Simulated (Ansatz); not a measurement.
# H5NSi + H4Si: molecular dynamics, part 1 of 2

Aim: follow the two partners and see whether they stay together, part or react. The start is relaxed first. Runs: 150 steps of 0.25 fs under a Langevin thermostat at 200 K; 150 steps of 0.5 fs at constant energy (fourth-order Milne integrator), with velocities drawn for 500 K. SMILES of the start: [SiH4].[SiH3]N.

Method: RKS PBE0-D4/6-31G, in Ansatz 0.2.0.

## Step 1: The system as given

Bond lengths: Si1–H2 1.464 Å, Si1–H3 1.463 Å, Si1–H4 1.463 Å, Si1–H5 1.456 Å, Si6–N7 1.722 Å, Si6–H8 1.461 Å, Si6–H9 1.461 Å, Si6–H10 1.472 Å, N7–H11 1.007 Å, N7–H12 1.007 Å. Angles (14 of 15 angles, heavy atoms first): Si6–N7–H11 119.1°, Si6–N7–H12 119.0°, N7–Si6–H8 105.1°, N7–Si6–H9 105.0°, N7–Si6–H10 115.4°, H2–Si1–H3 108.6°, H2–Si1–H4 108.6°, H2–Si1–H5 110.0°, H3–Si1–H4 108.8°, H3–Si1–H5 110.4°, H4–Si1–H5 110.4°, H11–N7–H12 109.6°, H8–Si6–H9 113.3°, H8–Si6–H10 109.1°.

Structure file:

```xyz
12

Si    0.0322   -0.0758   -2.6286
H    -1.3227    0.4773   -2.5945
H     0.9388    0.9450   -3.1531
H     0.0444   -1.2270   -3.5312
H     0.4411   -0.4769   -1.2898
Si    0.0012   -0.5599    2.1910
N     0.0527    0.8980    1.2766
H    -0.6887   -1.5220    1.3351
H     1.4008   -0.9016    2.4353
H    -0.7026   -0.4715    3.4807
H     0.5991    1.6715    1.6191
H    -0.7965    1.2430    0.8595
```

## Step 2: Preparing the start

Contents of input.yaml:

```yaml
crystal:
  periodic: [false, false, false]
  atoms:
    - { symbol: Si, position_ang: [0.0322, -0.0758, -2.6286] }
    - { symbol: H, position_ang: [-1.3227, 0.4773, -2.5945] }
    - { symbol: H, position_ang: [0.9388, 0.945, -3.1531] }
    - { symbol: H, position_ang: [0.0444, -1.227, -3.5312] }
    - { symbol: H, position_ang: [0.4411, -0.4769, -1.2898] }
    - { symbol: Si, position_ang: [0.0012, -0.5599, 2.191] }
    - { symbol: "N", position_ang: [0.0527, 0.898, 1.2766] }
    - { symbol: H, position_ang: [-0.6887, -1.522, 1.3351] }
    - { symbol: H, position_ang: [1.4008, -0.9016, 2.4353] }
    - { symbol: H, position_ang: [-0.7026, -0.4715, 3.4807] }
    - { symbol: H, position_ang: [0.5991, 1.6715, 1.6191] }
    - { symbol: H, position_ang: [-0.7965, 1.243, 0.8595] }
basis:
  gaussian: { orbitals: "6-31G" }
hamiltonian:
  xc: pbe0
  dispersion: d4
relax:
  f_tol: 0.02
  max_steps: 40
scf:
  lower_state_search: "off"
output:
  orbitals: {}
```

Run with:

```
$ ansatz run input.yaml --threads 1 --pin off --max-ram 2048MiB --backend cpu --events-out ev --progress --plain --runs-dir out
```

The log of the run (excerpt; [...] marks lines left out):

```text
Warning: RAYON_NUM_THREADS=1 ignored (pool sized by the plan → 1); use --threads N
[...]
Functional definition: PBE0
[...]
747 factors; integrals over basis functions are off by at most 1.6e-4 eV
[...]
mean field -17379.28542515 eV, -638.6769592717 hartree, gradient 1.8e-6 eV, S^2 0.000000; 0 other end points of the search recorded, 0 dependent functions left out
[...]
reference -17379.28545823 eV, -638.6769604871 hartree; 22, 22 occupied and 31, 31 virtual orbitals, 747 factors
relax step   1: F+E_penalty+E_count = -17379.42907585 eV  Δ(F+E_penalty+E_count) = +0.000e0 eV  max|allowed force component| = 1.661e0 eV/Å  Δτ_max = 0.0000 Å  (12 SCF iters, accepted)
[...]
relax step   4: F+E_penalty+E_count = -17379.69092933 eV  Δ(F+E_penalty+E_count) = -1.674e-2 eV  max|allowed force component| = 1.080e-1 eV/Å  Δτ_max = 0.2000 Å  (16 SCF iters, accepted)
[...]
relax step   7: F+E_penalty+E_count = -17379.71812603 eV  Δ(F+E_penalty+E_count) = -1.086e-2 eV  max|allowed force component| = 1.896e-1 eV/Å  Δτ_max = 0.1949 Å  (15 SCF iters, accepted)
[...]
relax step  10: F+E_penalty+E_count = -17379.74733544 eV  Δ(F+E_penalty+E_count) = -8.229e-3 eV  max|allowed force component| = 5.047e-2 eV/Å  Δτ_max = 0.1392 Å  (16 SCF iters, accepted)
[...]
relax step  13: F+E_penalty+E_count = -17379.75074998 eV  Δ(F+E_penalty+E_count) = -4.472e-4 eV  max|allowed force component| = 3.723e-2 eV/Å  Δτ_max = 0.0312 Å  (16 SCF iters, accepted)
[...]
relax step  14: F+E_penalty+E_count = -17379.75093581 eV  Δ(F+E_penalty+E_count) = -1.858e-4 eV  max|allowed force component| = 1.873e-2 eV/Å  Δτ_max = 0.0207 Å  (16 SCF iters, accepted)
Total energy: -17379.75096694 eV, -638.6940676168 hartree
Atom 0 at     0.088841    -0.154981    -2.195809 Å, force     0.005390    -0.014553     0.002160 eV/Å
Atom 1 at    -1.342383     0.093912    -1.819258 Å, force    -0.001831     0.000825    -0.000075 eV/Å
Atom 2 at     0.879667     1.117344    -2.099561 Å, force     0.000382     0.005692    -0.001248 eV/Å
Atom 3 at     0.131720    -0.636964    -3.622570 Å, force     0.000084     0.002358     0.002323 eV/Å
Atom 4 at     0.686538    -1.210068    -1.313271 Å, force    -0.003407     0.004181    -0.002342 eV/Å
Atom 5 at    -0.056199    -0.470885     1.937598 Å, force    -0.001259    -0.003635     0.003014 eV/Å
Atom 6 at    -0.098004     1.016991     0.986900 Å, force     0.000373     0.008213    -0.005643 eV/Å
Atom 7 at    -0.887992    -1.542355     1.282297 Å, force     0.002746     0.003455     0.000400 eV/Å
Atom 8 at     1.382018    -0.903381     1.993760 Å, force    -0.004161     0.000591     0.000315 eV/Å
Atom 9 at    -0.559998    -0.323122     3.354950 Å, force     0.005959    -0.001987    -0.003435 eV/Å
Atom 10 at     0.728542     1.566803     0.820610 Å, force    -0.018731    -0.009113     0.003821 eV/Å
Atom 11 at    -0.952950     1.446806     0.674453 Å, force     0.014454     0.003973     0.000709 eV/Å
Dipole moment:    -0.004919     0.192602     0.036814 e Å
Checks for a lower state left out: stability, starts, cluster_reference, orbital_swaps, neighbouring_geometries, increment
```

It took 28 s on 1 thread of Arm Neoverse V1, shared host; peak memory 0.11 GiB.

Step by step:

```csv
step,energy from step 1 (eV),largest force component (eV/Å)
1,0.0000,1.6609
2,-0.2152,0.9148
3,-0.2451,0.5447
4,-0.2619,0.1080
5,-0.2645,0.1021
6,-0.2782,0.1415
7,-0.2890,0.1896
8,-0.2987,0.2752
9,-0.3100,0.1879
10,-0.3183,0.0505
11,-0.3205,0.0544
12,-0.3212,0.0489
13,-0.3217,0.0372
14,-0.3219,0.0187
```

Step 1 is the start.

After: Bond lengths: Si1–H2 1.501 Å, Si1–H3 1.501 Å, Si1–H4 1.507 Å, Si1–H5 1.500 Å, Si6–N7 1.766 Å, Si6–H8 1.506 Å, Si6–H9 1.503 Å, Si6–H10 1.511 Å, N7–H11 1.007 Å, N7–H12 1.007 Å. Angles (14 of 15 angles, heavy atoms first): Si6–N7–H11 122.0°, Si6–N7–H12 123.2°, N7–Si6–H8 110.6°, N7–Si6–H9 106.6°, N7–Si6–H10 114.5°, H2–Si1–H3 110.2°, H2–Si1–H4 108.5°, H2–Si1–H5 110.4°, H3–Si1–H4 108.5°, H3–Si1–H5 110.4°, H4–Si1–H5 108.7°, H11–N7–H12 114.4°, H8–Si6–H9 109.9°, H8–Si6–H10 107.1°.

## Step 3: Run 1

150 steps of 0.25 fs under a Langevin thermostat at 200 K, from the relaxed start. H is given a mass of 10 u.

Contents of input.yaml:

```yaml
crystal:
  periodic: [false, false, false]
  atoms:
    - { symbol: Si, position_ang: [0.088841, -0.154981, -2.195809] }
    - { symbol: H, position_ang: [-1.342383, 0.093912, -1.819258] }
    - { symbol: H, position_ang: [0.879667, 1.117344, -2.099561] }
    - { symbol: H, position_ang: [0.13172, -0.636964, -3.62257] }
    - { symbol: H, position_ang: [0.686538, -1.210068, -1.313271] }
    - { symbol: Si, position_ang: [-0.056199, -0.470885, 1.937598] }
    - { symbol: "N", position_ang: [-0.098004, 1.016991, 0.9869] }
    - { symbol: H, position_ang: [-0.887992, -1.542355, 1.282297] }
    - { symbol: H, position_ang: [1.382018, -0.903381, 1.99376] }
    - { symbol: H, position_ang: [-0.559998, -0.323122, 3.35495] }
    - { symbol: H, position_ang: [0.728542, 1.566803, 0.82061] }
    - { symbol: H, position_ang: [-0.95295, 1.446806, 0.674453] }
basis:
  gaussian: { orbitals: "6-31G" }
hamiltonian:
  xc: pbe0
  dispersion: d4
md:
  timestep: 0.25
  n_steps: 150
  ensemble: nvt_langevin
  temperature: 200.0
  initial_velocities: maxwell_boltzmann
  seed: 35274
  friction: 0.005
  masses: [{ species: H, mass: 10.0 }]
scf:
  lower_state_search: "off"
```

Run with:

```
$ ansatz run input.yaml --threads 1 --pin off --max-ram 2048MiB --backend cpu --events-out ev --progress --plain --runs-dir out
```

The log of the run (excerpt; [...] marks lines left out):

```text
Warning: RAYON_NUM_THREADS=1 ignored (pool sized by the plan → 1); use --threads N
[...]
Functional definition: PBE0
[...]
746 factors; integrals over basis functions are off by at most 1.7e-4 eV
[...]
mean field -17379.58114817 eV, -638.6878268922 hartree, gradient 1.4e-6 eV, S^2 0.000000; 0 other end points of the search recorded, 0 dependent functions left out
[...]
reference -17379.58117932 eV, -638.6878280368 hartree; 22, 22 occupied and 31, 31 virtual orbitals, 746 factors
md step     0: t =     0.00 fs  T =   183.3 K  F+E_penalty+E_count = -17379.75093350 eV  E_kin = 0.284372 eV  (12 SCF iters)
[...]
md step    18: t =     4.50 fs  T =   148.6 K  F+E_penalty+E_count = -17379.69285926 eV  E_kin = 0.230566 eV  (11 SCF iters)
[...]
md step    36: t =     9.00 fs  T =   152.5 K  F+E_penalty+E_count = -17379.67333022 eV  E_kin = 0.236565 eV  (11 SCF iters)
[...]
md step    54: t =    13.50 fs  T =   152.7 K  F+E_penalty+E_count = -17379.64775108 eV  E_kin = 0.236915 eV  (12 SCF iters)
[...]
md step    72: t =    18.00 fs  T =   141.1 K  F+E_penalty+E_count = -17379.61709056 eV  E_kin = 0.218890 eV  (11 SCF iters)
md step    73: t =    18.25 fs  T =   144.5 K  F+E_penalty+E_count = -17379.61789506 eV  E_kin = 0.224176 eV  (11 SCF iters)
```

## Step 4: More of the same log: dynamics from the start

Output, continued (excerpt; [...] marks lines left out):

```text
md step    74: t =    18.50 fs  T =   148.0 K  F+E_penalty+E_count = -17379.61903497 eV  E_kin = 0.229616 eV  (11 SCF iters)
[...]
md step    93: t =    23.25 fs  T =   176.2 K  F+E_penalty+E_count = -17379.63965040 eV  E_kin = 0.273342 eV  (12 SCF iters)
[...]
md step   112: t =    28.00 fs  T =   142.6 K  F+E_penalty+E_count = -17379.58710394 eV  E_kin = 0.221244 eV  (11 SCF iters)
[...]
md step   131: t =    32.75 fs  T =   157.1 K  F+E_penalty+E_count = -17379.60584220 eV  E_kin = 0.243608 eV  (12 SCF iters)
[...]
md step   149: t =    37.25 fs  T =   156.3 K  F+E_penalty+E_count = -17379.61261916 eV  E_kin = 0.242391 eV  (11 SCF iters)
[...]
md step   150: t =    37.50 fs  T =   154.8 K  F+E_penalty+E_count = -17379.61345445 eV  E_kin = 0.240153 eV  (11 SCF iters)
Total energy: -17379.61348578 eV, -638.6890152772 hartree
[...]
Atom 4 at     0.870296    -1.145768    -1.411096 Å, force    -0.216340    -0.002452    -0.126885 eV/Å
Atom 5 at    -0.048034    -0.464469     1.933763 Å, force     1.008229    -1.022115     0.414218 eV/Å
Atom 6 at    -0.036182     1.035786     1.070544 Å, force    -1.316965     1.220516    -0.635855 eV/Å
Atom 7 at    -0.919210    -1.580841     1.424883 Å, force    -0.008093     0.112226    -0.431088 eV/Å
Atom 8 at     1.428512    -0.914984     1.897706 Å, force    -0.638388     0.083084     0.130711 eV/Å
Atom 9 at    -0.522884    -0.346402     3.338823 Å, force     0.024369     0.134042     0.481874 eV/Å
Atom 10 at     0.791229     1.567375     0.866748 Å, force     0.143147    -0.152179    -0.042635 eV/Å
Atom 11 at    -0.901508     1.556475     0.880288 Å, force     0.768781    -0.406378     0.098213 eV/Å
Dipole moment:    -0.041326     0.238519    -0.008850 e Å
Checks for a lower state left out: stability, starts, cluster_reference, orbital_swaps, neighbouring_geometries, increment
```

Wall time 4.6 min (1 thread of Arm Neoverse V1, shared host); peak memory 0.1 GiB.

## Step 5: Frames and traces

One step in 11; energies are changes from step 0:

| time (fs) | T (K) | potential energy change (meV/atom) | closest contact of the partners (Å) |
| --- | --- | --- | --- |
| 0.0 | 183 | 0.0 | 2.86 |
| 2.8 | 164 | 2.4 | 2.89 |
| 5.5 | 148 | 5.8 | 2.91 |
| 8.2 | 146 | 6.6 | 2.91 |
| 11.0 | 160 | 6.7 | 2.89 |
| 13.8 | 160 | 8.9 | 2.88 |
| 16.5 | 138 | 11.2 | 2.87 |
| 19.2 | 159 | 10.6 | 2.86 |
| 22.0 | 174 | 9.1 | 2.85 |
| 24.8 | 158 | 10.5 | 2.85 |
| 27.5 | 144 | 13.4 | 2.84 |
| 30.2 | 145 | 13.3 | 2.84 |
| 33.0 | 157 | 12.0 | 2.84 |
| 35.8 | 156 | 11.7 | 2.83 |
| 37.5 | 155 | 11.5 | 2.83 |

time (fs), T (K) and a bar:
```
      0.0        183 ##############################
      1.8        179 ###########################
      3.2        163 ################
      5.0        150 #######
      6.5        143 ##
      8.2        146 ####
      9.8        154 ##########
     11.5        156 ###########
     13.0        151 ########
     14.8        155 ###########
     16.2        140 
     18.0        141 #
     19.5        155 ##########
     21.2        163 ################
     22.8        176 #########################
     24.5        159 #############
     26.0        151 ########
     27.8        144 ###
     29.2        146 #####
     31.0        149 ######
     32.5        156 ###########
     34.2        158 ############
     35.8        156 ###########
     37.5        155 ##########
```

## Step 6: Snapshots as a file

Extended XYZ, with forces in eV/Å:

```xyz
12
time_fs=4.8 T=149 dE=0.0615
Si    0.077   -0.163   -2.204    0.458    0.083    0.085
H    -1.339    0.073   -1.821   -0.262   -0.029    0.052
H     0.839    1.136   -2.078   -0.054   -0.143   -0.064
H     0.145   -0.629   -3.635   -0.025    0.006    0.016
H     0.718   -1.207   -1.322   -0.110    0.089   -0.093
Si   -0.044   -0.483    1.933   -0.786    0.701   -0.083
N    -0.089    1.044    0.986    0.581   -1.740    0.920
H    -0.911   -1.564    1.306    0.206    0.190   -0.011
H     1.376   -0.885    1.973    0.427   -0.184    0.046
H    -0.581   -0.326    3.360    0.206   -0.032   -0.286
H     0.732    1.573    0.814    0.582    0.377   -0.136
H    -0.929    1.455    0.698   -1.223    0.681   -0.446
12
time_fs=9.5 T=153 dE=0.0773
Si    0.072   -0.174   -2.214    0.591    0.315    0.248
H    -1.345    0.048   -1.820   -0.249   -0.099    0.030
H     0.800    1.154   -2.058   -0.107   -0.300   -0.124
H     0.160   -0.618   -3.647   -0.047   -0.014   -0.025
H     0.751   -1.202   -1.335   -0.176    0.110   -0.136
Si   -0.033   -0.487    1.929   -1.186    0.544    0.142
N    -0.074    1.042    0.998    0.269   -0.915    0.432
H    -0.934   -1.579    1.327    0.405    0.369   -0.017
H     1.382   -0.875    1.957    0.557   -0.276    0.078
H    -0.597   -0.338    3.363    0.356   -0.021   -0.449
H     0.747    1.587    0.809    0.164   -0.025    0.004
H    -0.924    1.472    0.717   -0.576    0.312   -0.183
12
time_fs=14.0 T=162 dE=0.1099
Si    0.072   -0.184   -2.221    0.286    0.535    0.271
H    -1.362    0.022   -1.818    0.022   -0.194   -0.064
H     0.760    1.164   -2.035   -0.081   -0.323   -0.167
H     0.179   -0.603   -3.663   -0.066   -0.006    0.024
H     0.778   -1.191   -1.351   -0.148    0.006   -0.073
Si   -0.031   -0.489    1.929   -1.043    0.162    0.331
N    -0.053    1.030    1.013   -0.727    0.766   -0.480
H    -0.947   -1.587    1.347    0.473    0.430   -0.077
H     1.391   -0.871    1.948    0.447   -0.303    0.104
H    -0.602   -0.356    3.360    0.382    0.029   -0.400
H     0.767    1.604    0.809   -0.445   -0.596    0.217
H    -0.933    1.492    0.732    0.900   -0.505    0.314
12
time_fs=18.8 T=154 dE=0.1305
Si    0.073   -0.190   -2.224   -0.035    0.559    0.195
H    -1.377   -0.010   -1.816    0.214   -0.262   -0.131
H     0.710    1.166   -2.010    0.026   -0.164   -0.176
H     0.198   -0.580   -3.677   -0.086   -0.001    0.100
H     0.805   -1.177   -1.367   -0.105   -0.110    0.000
Si   -0.034   -0.488    1.929   -0.522    0.023    0.236
N    -0.038    1.032    1.019   -1.247    0.914   -0.526
H    -0.950   -1.591    1.372    0.425    0.394   -0.201
H     1.405   -0.871    1.937    0.158   -0.257    0.120
H    -0.596   -0.370    3.346    0.315    0.107   -0.155
H     0.780    1.607    0.817   -0.386   -0.578    0.196
H    -0.930    1.503    0.757    1.243   -0.625    0.344
12
time_fs=23.5 T=175 dE=0.1129
Si    0.071   -0.189   -2.226   -0.268    0.336    0.124
H    -1.392   -0.051   -1.817    0.347   -0.278   -0.179
H     0.664    1.164   -1.984    0.139    0.086   -0.165
H     0.213   -0.559   -3.689   -0.100    0.023    0.202
H     0.826   -1.165   -1.378   -0.103   -0.140    0.002
Si   -0.040   -0.483    1.932    0.162    0.062   -0.248
N    -0.040    1.048    1.021   -0.296   -0.486    0.241
H    -0.944   -1.592    1.394    0.332    0.333   -0.305
H     1.419   -0.878    1.925   -0.214   -0.138    0.126
H    -0.579   -0.377    3.327    0.150    0.192    0.306
H     0.780    1.601    0.829    0.048   -0.223    0.041
H    -0.903    1.504    0.797   -0.196    0.233   -0.144
12
time_fs=28.0 T=143 dE=0.1638
Si    0.066   -0.187   -2.229   -0.357    0.076    0.034
H    -1.401   -0.092   -1.821    0.351   -0.264   -0.187
H     0.621    1.163   -1.967    0.232    0.322   -0.128
H     0.223   -0.537   -3.701   -0.109    0.033    0.278
H     0.838   -1.155   -1.387   -0.103   -0.139   -0.014
Si   -0.044   -0.473    1.936    0.739   -0.093   -0.522
N    -0.046    1.057    1.030    0.985   -1.259    0.604
H    -0.935   -1.587    1.417    0.195    0.226   -0.409
H     1.430   -0.888    1.915   -0.505   -0.011    0.122
H    -0.557   -0.375    3.314   -0.002    0.253    0.725
H     0.780    1.594    0.838    0.124   -0.143   -0.011
H    -0.883    1.511    0.831   -1.550    0.999   -0.492
12
time_fs=32.8 T=157 dE=0.1451
Si    0.057   -0.184   -2.231   -0.259   -0.183   -0.096
H    -1.408   -0.144   -1.833    0.260   -0.220   -0.146
H     0.582    1.165   -1.948    0.258    0.479   -0.099
H     0.227   -0.514   -3.712   -0.111    0.057    0.377
H     0.854   -1.148   -1.399   -0.132   -0.105   -0.052
Si   -0.048   -0.466    1.937    1.118   -0.604   -0.244
N    -0.041    1.046    1.049   -0.196    0.025   -0.044
H    -0.924   -1.582    1.430    0.050    0.124   -0.469
H     1.434   -0.903    1.907   -0.681    0.074    0.131
H    -0.537   -0.366    3.318   -0.057    0.243    0.831
H     0.786    1.582    0.850    0.100   -0.191   -0.009
H    -0.890    1.534    0.856   -0.349    0.300   -0.180
12
time_fs=37.5 T=155 dE=0.1375
Si    0.046   -0.182   -2.233    0.110   -0.236   -0.082
H    -1.409   -0.198   -1.856    0.042   -0.176   -0.052
H     0.548    1.177   -1.928    0.180    0.386   -0.109
H     0.229   -0.492   -3.716   -0.096    0.059    0.354
H     0.870   -1.146   -1.411   -0.216   -0.003   -0.127
Si   -0.048   -0.465    1.934    1.008   -1.022    0.414
N    -0.036    1.036    1.071   -1.317    1.220   -0.636
H    -0.919   -1.581    1.425   -0.008    0.112   -0.431
H     1.429   -0.915    1.898   -0.638    0.083    0.131
H    -0.523   -0.346    3.339    0.024    0.134    0.482
H     0.791    1.567    0.867    0.143   -0.152   -0.043
H    -0.901    1.556    0.880    0.769   -0.406    0.098
```

Reading of run 1. Against a set 200 K the second half averages 156 K with a spread of 9 K; 12 meV/atom has gone into potential energy, and a thermostat that acts over some 200 fs has not made it up in 38 fs. The bonds all hold. The partners' closest contact goes from 2.86 to 2.83 Å; so short a run doesn't show whether they stay bound.

## Step 7: Run 2

150 steps of 0.5 fs at constant energy (fourth-order milne integrator), with velocities drawn for 500 K, starting from the last frame of an earlier run, with new velocities.

Contents of input.yaml:

```yaml
crystal:
  periodic: [false, false, false]
  atoms:
    - { symbol: Si, position_ang: [0.046107, -0.182029, -2.233529] }
    - { symbol: H, position_ang: [-1.409311, -0.198337, -1.855663] }
    - { symbol: H, position_ang: [0.548147, 1.177221, -1.928361] }
    - { symbol: H, position_ang: [0.228657, -0.491845, -3.716316] }
    - { symbol: H, position_ang: [0.870296, -1.145768, -1.411096] }
    - { symbol: Si, position_ang: [-0.048034, -0.464469, 1.933763] }
    - { symbol: "N", position_ang: [-0.036182, 1.035786, 1.070544] }
    - { symbol: H, position_ang: [-0.91921, -1.580841, 1.424883] }
    - { symbol: H, position_ang: [1.428512, -0.914984, 1.897706] }
    - { symbol: H, position_ang: [-0.522884, -0.346402, 3.338823] }
    - { symbol: H, position_ang: [0.791229, 1.567375, 0.866748] }
    - { symbol: H, position_ang: [-0.901508, 1.556475, 0.880288] }
basis:
  gaussian: { orbitals: "6-31G" }
hamiltonian:
  xc: pbe0
  dispersion: d4
md:
  timestep: 0.5
  n_steps: 150
  ensemble: nve_milne
  temperature: 500.0
  initial_velocities: maxwell_boltzmann
  seed: 263739
scf:
  lower_state_search: "off"
```

Run with:

```
$ ansatz run input.yaml --threads 1 --pin off --max-ram 2048MiB --backend cpu --events-out ev --progress --plain --runs-dir out
```

The log of the run (excerpt; [...] marks lines left out):

```text
Warning: RAYON_NUM_THREADS=1 ignored (pool sized by the plan → 1); use --threads N
[...]
Functional definition: PBE0
[...]
747 factors; integrals over basis functions are off by at most 1.7e-4 eV
[...]
mean field -17379.44676491 eV, -638.6828883982 hartree, gradient 1.7e-6 eV, S^2 0.000000; 0 other end points of the search recorded, 0 dependent functions left out
[...]
reference -17379.44679619 eV, -638.6828895477 hartree; 22, 22 occupied and 31, 31 virtual orbitals, 747 factors
md step     0: t =     0.00 fs  T =   500.0 K  F+E_penalty+E_count = -17379.61345036 eV  E_kin = 0.646300 eV  conserved = -17378.96715036 eV  (12 SCF iters)
[...]
md step    18: t =     9.00 fs  T =   273.5 K  F+E_penalty+E_count = -17379.32077346 eV  E_kin = 0.353505 eV  conserved = -17378.96726805 eV  (17 SCF iters, 3 dispersion substeps)
[...]
md step    36: t =    18.00 fs  T =   453.2 K  F+E_penalty+E_count = -17379.55313471 eV  E_kin = 0.585853 eV  conserved = -17378.96728195 eV  (17 SCF iters, 3 dispersion substeps)
[...]
md step    54: t =    27.00 fs  T =   234.4 K  F+E_penalty+E_count = -17379.27022359 eV  E_kin = 0.302949 eV  conserved = -17378.96727469 eV  (17 SCF iters, 3 dispersion substeps)
[...]
md step    72: t =    36.00 fs  T =   401.6 K  F+E_penalty+E_count = -17379.48643545 eV  E_kin = 0.519172 eV  conserved = -17378.96726298 eV  (17 SCF iters, 3 dispersion substeps)
md step    73: t =    36.50 fs  T =   408.0 K  F+E_penalty+E_count = -17379.49467300 eV  E_kin = 0.527435 eV  conserved = -17378.96723799 eV  (17 SCF iters, 3 dispersion substeps)
md step    74: t =    37.00 fs  T =   408.2 K  F+E_penalty+E_count = -17379.49485541 eV  E_kin = 0.527585 eV  conserved = -17378.96727016 eV  (17 SCF iters, 3 dispersion substeps)
```

(Continued in part 2 of 2.)
